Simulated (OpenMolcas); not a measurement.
**How methods differ on [BF2]+ (SMILES F[B+]F)**

The species is [BF2]+ (3 atoms), meant as a singlet with charge +1. As SMILES, `F[B+]F`. The coordinates come from a PBE0-D4/def2-TZVP relaxation.

```xyz
3

F     0.3297    1.1405    0.3077
B     0.0000    0.0000    0.0000
F    -0.3297   -1.1405   -0.3077
```

Quantity: the HOMO–LUMO gap, in eV. The values are calculated.

```csv
level,kind,program,value (eV)
HF/cc-pVTZ,Hartree–Fock,OpenMolcas,23.52
SVWN5/cc-pVTZ,LDA,OpenMolcas,11.13
BLYP/cc-pVTZ,GGA,OpenMolcas,11.00
M06-L/cc-pVTZ,meta-GGA,OpenMolcas,12.28
B3LYP/cc-pVTZ,global hybrid,OpenMolcas,13.58
M06-2X/cc-pVTZ,hybrid meta-GGA,OpenMolcas,17.40
B2PLYP/cc-pVTZ,double hybrid,OpenMolcas,17.67
```

The values span 11.00 to 23.52 eV. Orbital gaps aren't excitation energies, and those of double hybrids come from the SCF part alone; they tend to grow with the share of exact exchange.
